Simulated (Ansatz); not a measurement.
## HSiAl⁺, doublet: the ladder up to UCCSDT(Q)

Geometry: that of the HSiAl, triplet, kept fixed.

```xyz
3

Si    0.0000   -0.0360    1.1654
Al    0.0000   -0.0118   -1.2249
H     0.0000    1.3177    0.3154
```

Basis cc-pVDZ; Ansatz 0.2.0. Only valence electrons are correlated (noble-gas cores frozen), which leaves 7 electrons in 31 orbitals. Prefix R: restricted or restricted open-shell reference; prefix U: unrestricted. Active spaces: valence = (7e, 9o) chosen from the atoms' valence shells.

Full CI isn't at hand for all of this; UCCSDT(Q) serves as the reference, and is uncertain by the last step of the cluster series or more. The frozen core follows each run's orbitals, which can shift R against U totals by a few meV.

Unrestricted rows (U) aren't spin-pure: their determinants' ⟨S²⟩ exceeds S(S+1) by up to 0.36, so they mix in states of higher spin. HF rows: RHF is the determinant under the cluster runs. Coupled cluster chose its determinant by a search with trial CCSD, here up to 0.13 eV above the lowest Hartree–Fock solution of its kind, and MP2 stands on that determinant too.

* UHF ⟨S²⟩: 0.923
* ⟨S²⟩ of the determinant under UCCSD: 1.113
* T1 diagnostic (RCCSD): 0.0336
* largest doubles amplitude (RCCSD): 0.131
* T1 diagnostic (UCCSD): 0.0812

```
                             level  E − E(UCCSDT(Q)) (kJ/mol)  share of correlation (%)  wall time
                               RHF                      422.0                      0.00          –
                              RMP2                      109.8                     73.97          –
                              UMP2                      129.5                     69.32          –
                             RCCSD                       24.3                     94.25          –
                             UCCSD                       25.7                     93.90          –
                          RCCSD(T)                        5.9                     98.61      3.2 s
                          UCCSD(T)                        7.0                     98.33        9 s
                           BCCD(T)                        6.0                     98.58      3.8 s
                            RCCSDT                        1.4                     99.67          –
                            UCCSDT                        1.5                     99.65          –
                         RCCSDT(Q)                        0.2                     99.96       12 s
           CASSCF (valence space)†                      207.0                         –          –
           NEVPT2 (valence space)†                       69.6                         –      3.4 s
           MRCISD (valence space)†                       26.4                         –          –
         MRCISD+Q (valence space)†                       16.8                         –        6 s
MRCISD+Q(relaxed) (valence space)†                       12.9                         –      8.5 s
```

A dagger marks rows that describe another state than the reference (another or a broken symmetry, a higher spin or other natural occupations), so the difference holds a gap between states beside the method's error.

The correlation energy at UCCSDT(Q), counted from RHF, is -4.374 eV. That run took 22 s on 1 thread of AMD EPYC 7B13, shared host.

Run but not shown, since their state, orbitals or frozen core can't be matched to the reference's or they repeat it: UHF, CISD.

Times hold each run's SCF and search for its determinant on a shared host, so for small cases they say little of a method's own cost; they ran on 1 thread of AMD EPYC 7B13.
